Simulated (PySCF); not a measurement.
Gas-phase reaction: 2 NH2 + 2 HCl + 2 SiCl → SiCl3NH2 + SiH2ClNH2

Energies from PySCF (xtb for GFN2), thermal terms from the rigid-rotor harmonic-oscillator model, ideal gas at 1 bar. † marks an energy on the PBE0/def2-TZVP geometry and frequencies; other levels use their own. MP2 and CCSD(T) freeze the core. Open shells (unrestricted): NH2 (multiplicity 2), SiCl (multiplicity 2, electronic degeneracy 4); the rest are closed-shell singlets. GFN2 has no spin-polarisation term. Spin-orbit splitting is ignored; it lowers the true energy and changes the entropy of SiCl. SiCl3NH2, SiH2ClNH2: computed as isolated molecules; such fragments, hydroxides, amides, oligomers or adducts are transient or little studied in the gas. MP2 isn't extrapolated to the basis-set limit; its ΔH°(298 K) is -1314.3 kJ in def2-SVP and -1382.5 kJ in def2-TZVPP. CCSD(T) isn't extrapolated to the basis-set limit; its ΔH°(298 K) is -1220.4 kJ in def2-SVP and -1284.0 kJ in def2-TZVPP. The harmonic model lacks anharmonicity and excited electronic states, which grow with temperature; levels with a mode under 35 cm⁻¹ are left out. Internal rotation in SiCl3NH2, SiH2ClNH2 is treated as a harmonic vibration of one conformer, which makes the entropy rough.

```csv
level,"ΔE electronic, kJ","ΔH°(298 K), kJ","ΔS°(298 K), J/K","ΔG°(1800 K), kJ"
CCSD(T)/def2-SVP†,-1260,-1220,-587,-202
GFN2-xTB,-1518,-1477,-572,-487
HF/def2-TZVP†,-1103,-1063,-587,-45
MP2/def2-TZVPP†,-1422,-1383,-587,-364
PBE/def2-SVP,-1321,-1282,-586,-268
PBE/def2-TZVP†,-1311,-1271,-587,-253
PBE0/def2-QZVP†,-1328,-1288,-587,-270
```
ΔH° is lowest at GFN2-xTB and highest at HF/def2-TZVP†. No reference value is set beside these.
